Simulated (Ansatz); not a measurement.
# Zirconium, hcp: convergence with Gaussian smearing

Computed with Ansatz, LDA, scalar-relativistic PAW, on the relaxed cell (a = 3.144 Å, c = 5.089 Å (c/a = 1.619); spin not included). Errors count from a run at 420 eV on a Γ-centred 19×19×10 mesh with Fermi-Dirac smearing of 0.1 eV, extrapolated to zero width. Fixed here: cutoff 420 eV, mesh 12×12×6. The SCF starts from atomic densities corrected by a trained network.

| width (eV) | E(σ→0) error (meV/atom) | F error (meV/atom) | P (GPa) | SCF iterations |
| --- | --- | --- | --- | --- |
| 0.01 | 2.1 | 2.1 | -0.04 | 6 |
| 0.03 | 2.1 | 2.0 | -0.02 | 6 |
| 0.1 | 2.5 | -0.5 | 0.06 | 6 |
| 0.3 | 1.2 | -23.0 | 0.08 | 6 |
| 0.6 | 7.8 | -99.0 | 0.65 | 6 |
| 1.0 | 22.2 | -299.0 | 2.34 | 6 |

**Question.** What does the run at 0.2 give (width)?

**Answer.** E(σ→0) error (meV/atom): 2.1; F error (meV/atom): -9.3; P (GPa): 0.05; SCF iterations: 6.
